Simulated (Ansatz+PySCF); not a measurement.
Values are calculated unless marked as measured or tabulated.
**HCOOH + OH- → HCOO- + H2O**

HCOOH (charge 0, multiplicity 1):
```xyz
5

C     0.0000   -0.4063   -0.0945
O     0.0000   -0.3624    1.1006
O     0.0000    0.6540   -0.9005
H     0.0000   -1.3371   -0.7000
H     0.0000    1.4426   -0.3332
```

OH- (charge -1, multiplicity 1):
```
atom   x (Å)   y (Å)    z (Å)
   O  0.0000  0.0000  -0.1090
   H  0.0000  0.0000   0.8717
```

HCOO- (charge -1, multiplicity 1):
```xyz
4

C     0.0000    0.0000   -0.3053
O     0.0000    1.1320    0.2066
O     0.0000   -1.1320    0.2066
H     0.0000    0.0000   -1.4730
```

H2O (charge 0, multiplicity 1):
```xyz
3

O     0.0000    0.0000   -0.1197
H     0.0000    0.7542    0.4787
H     0.0000   -0.7542    0.4787
```

Shapes relaxed with PBE0/def2-SVP. Single points in def2-SVP with Ansatz (development build ahead of 0.2.0), no zero-point energy. Correlated methods freeze no orbital on H to Be, one on B to Mg, five on Al to Zn, nine on Ga to Sr.

```csv
method,reaction energy
CCSD (restricted),-3.089 eV
CCSD(T) (restricted),-3.126 eV
HF (restricted),-2.990 eV
MP2 (restricted),-3.166 eV
PBE0 (restricted),-3.203 eV
r2SCAN (restricted),-3.243 eV
wB97X (restricted),-3.167 eV
```

**Question.** What does PBE (restricted) give?

**Answer.** -3.270 eV. Caution: no diffuse functions for an anion.
